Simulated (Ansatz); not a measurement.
# B₂H (quartet): wave-function methods side by side at a displaced geometry (v1), cc-pVTZ

An exercise on one series of results from a longer session: the logs are not shown, and one member is left open.

The runs use Ansatz 0.2.0, Gaussian basis; cc-pVTZ, core rule «outside noble gas», up to 2 orbitals frozen.

The runs, in order: UHF; CCSD(T) on ROHF; CCSD(T) on UHF; BCCD(T) on ROHF; CCSDT(Q) on ROHF; CCSDT(Q) on UHF; CASSCF and MRCISD+Q, 7 electrons in 9 orbitals; CASSCF and NEVPT2, 7 electrons in 9 orbitals.

22 further runs of the same task are left out: 4 for a known fault of the program, 5 that didn't finish, 13 set aside as unsound or not needed.

### The geometry

The geometry is a PBE0/def2-TZVP stationary point (not a proven minimum) with its atoms shifted at random (size 0.040 Å).

3 atoms, charge 0, spin multiplicity 4.

Atoms are counted from 1 here; the program's logs count them from 0.

Bond lengths: B1–B2 1.532 Å, B1–H3 1.126 Å. Angles: B2–B1–H3 177.1°.

Set-up of the first run:

in.yaml reads:

```yaml
crystal:
  periodic: [false, false, false]
  atoms:
    - {symbol: B, position_ang: [-0.015433, -0.009008, 0.135700]}
    - {symbol: B, position_ang: [-0.016266, -0.025151, -1.395880]}
    - {symbol: H, position_ang: [0.031698, 0.034159, 1.260180]}
basis:
  gaussian: {orbitals: cc-pVTZ}
magnetization: {spin_polarized: true, initial_magnetization: 3}
hamiltonian: {xc: hf}
output: {orbitals: {seedname: orbitals}}
```

Started as:

```bash
$ ansatz run in.yaml --threads 1 --pin off --events-out ev --progress --plain --max-ram 2393MiB
```

Among the steps run: UHF; CCSD(T) on ROHF; CCSD(T) on UHF; BCCD(T) on ROHF; CCSDT(Q) on ROHF; CCSDT(Q) on UHF; CASSCF and MRCISD+Q, 7 electrons in 9 orbitals; CASSCF and NEVPT2, 7 electrons in 9 orbitals.

One of the session's tables, all rows but one given; the rest of the session is left out.

| method | from UCCSDT(Q) (meV) |
| --- | --- |
| ROHF | +4301.3 |
| UHF | +4259.7 |
| RMP2 | +842.8 |
| UMP2 | +849.2 |
| RCCSD | +206.8 |
| UCCSD | +205.4 |
| RCCSD(T) | +38.4 |
| UCCSD(T) | +38.1 |
| BCCD(T) | +38.3 |
| RCCSDT | +8.5 |
| UCCSDT | +7.8 |
| RCCSDT(Q) | ? |
| UCCSDT(Q) | 0 |
| CASSCF valence | +2674.1 |
| NEVPT2 valence | +644.7 |
| MRCISD valence | +130.5 |
| MRCISD+Q valence | +13.5 |

Q: Estimate the row for RCCSDT(Q) from the others.

As computed: from UCCSDT(Q) (meV): +0.8. In the column «from UCCSDT(Q) (meV)» it lies between UCCSDT(Q) (0) and UCCSDT (+7.8).

Among the levels timed on like hardware and quicker than the yardstick, those that no quicker one beats, quickest first: UCCSD(T) (1.4 s, +38.1 meV); MRCISD+Q valence (4.8 s, +13.5 meV); RCCSDT(Q) (49 s, +0.8 meV).

Limits of these values: Of the multireference levels listed MRCISD+Q valence comes nearest in total energy (+13.5 meV), which doesn't show that its space is the better one. Restricted and unrestricted rows rest on different reference determinants; where their highest levels disagree by more than a few hundredths of an eV, they describe different states and don't form one ladder.
